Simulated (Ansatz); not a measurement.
Species: ethyl chloride, C₂H₅Cl, charge 0, multiplicity 1. 
Structure (B3LYP-D3(BJ)/def2-TZVP (Ansatz, an electronic-structure program) minimum search):
SMILES: CCCl
```xyz
8

C      0.0132     0.8176    -0.0128
C      1.5157     0.6457    -0.0186
Cl    -0.8344    -0.7820     0.0168
H     -0.3333     1.3555     0.8664
H     -0.3433     1.3280    -0.9043
H      1.9943     1.6284    -0.0365
H      1.8521     0.1152     0.8721
H      1.8422     0.0878    -0.8961
```
Charge 0, spin multiplicity 1.

Basis-set convergence of Hartree-Fock and MP2 correlation energies (hartree) with Ansatz. Correlated levels leave the core frozen unless marked. Spin-orbit coupling is left out. Non-relativistic.

```json
[
 {"basis": "aug-cc-pV(D+d)Z", "functions": "123", "E(HF)": "-538.16685", "E(corr, MP2)": "-0.45482"},
 {"basis": "aug-cc-pV(T+d)Z", "functions": "262", "E(HF)": "?", "E(corr, MP2)": "?"}
]
```

Some entries are withheld; supply them.


- aug-cc-pV(T+d)Z, E(HF): -538.20117
- aug-cc-pV(T+d)Z, E(corr, MP2): -0.55800
